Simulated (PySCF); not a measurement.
**Continuum solvent and chemical shifts**

Geometry:
| atom | x (Å) | y (Å) | z (Å) |
| --- | --- | --- | --- |
| N1 | -0.505 | -0.004 | -0.039 |
| C2 | 0.762 | -0.046 | 0.008 |
| O3 | 1.888 | -0.082 | 0.049 |
| H4 | -0.997 | 0.899 | -0.052 |
| H5 | -1.055 | -0.872 | -0.062 |

Total charge +1.

GIAO PBE0/pcSseg-1 in PySCF on one PBE0-D3(BJ)/def2-SVP conformer, non-relativistic, equivalent nuclei averaged. Solvents enter as an IEF-PCM continuum (tetrahydrofuran with ε = 7.4, water with ε = 78.4) around the gas-phase geometry. Shifts are referred to TMS computed in the same medium.

Gas phase, δ in ppm: C2 146.4, H4/H5 6.63. Dipole moment 4.00 D.

(1) How does each δ change in the continuum?

(2) Which nuclei move most (in ppm), and what does the model miss?

## Answers

(1) 
```
atoms                         environment  Δδ, tetrahydrofuran  Δδ, water
   C2                      acylium carbon                 +4.1       +5.0
H4/H5  hydrogen on a nitrogen bonded to C                +0.57      +0.70
```

Changes are relative to the gas phase. The dipole moment becomes 4.67 D in tetrahydrofuran, 4.82 D in water.

(2) C2 (acylium carbon, +5.0 ppm) in water. A continuum only polarises the solute; specific hydrogen bonds, the anisotropy of aromatic solvents and changes of geometry or conformer are outside it, as are counter-ions.
